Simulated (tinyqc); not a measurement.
Inside a calculation. Method: Hueckel theory of the pi electrons, for the molecule N=C(O)C=O (SMILES; centres numbered as the heavy atoms are written). One step of it, computed by the program tinyqc.

Question. Energy, charges, bond orders. E = sum n x; q_r = z_r - P_rr; bond order p = P_rs; free valence = sqrt(3) - sum of p over the bonds of the atom.

x values: 2.375100  1.727906  1.047343  -0.162329  -1.548020

occupations: 2.000000  2.000000  2.000000  0.000000  0.000000

charge and bond-order matrix P, lower triangle:
```
           1N        2C         3O        4C        5O
1N   1.242856
2C   0.831486  0.790199
3O  -0.282789  0.358933   1.886491
4C   0.236716  0.366541  -0.013749  0.602986
5O  -0.337118  0.037817  -0.071708  0.807344  1.477468
```

Centres:
```
centre  z_r, pi electrons of the neutral centre         h
1N                                            1  0.540000
2C                                            1  0.000000
3O                                            2  1.770000
4C                                            1  0.000000
5O                                            1  1.130000
```

Bonds:
```
i  j         k
1  2  1.000000
2  3  0.850000
2  4         1
4  5         1
```

Give: pi energy = 6 alpha + this times beta; pi charges; Bond orders and lengths from R = 1.517 - 0.180 p; free valence of the carbons; gap between the highest filled and the next level.

Answer.

pi energy = 6 alpha + this times beta = 10.301

pi charges: 1N -0.243, 2C 0.210, 3O 0.114, 4C 0.397, 5O -0.477

Bond orders and lengths from R = 1.517 - 0.180 p (angstrom, C-C alone):
```
bond      p      R
1-2   0.831      -
2-3   0.359      -
2-4   0.367  1.451
4-5   0.807      -
```

free valence of the carbons: 2C 0.175, 4C 0.558

gap between the highest filled and the next level = 1.210 |beta|
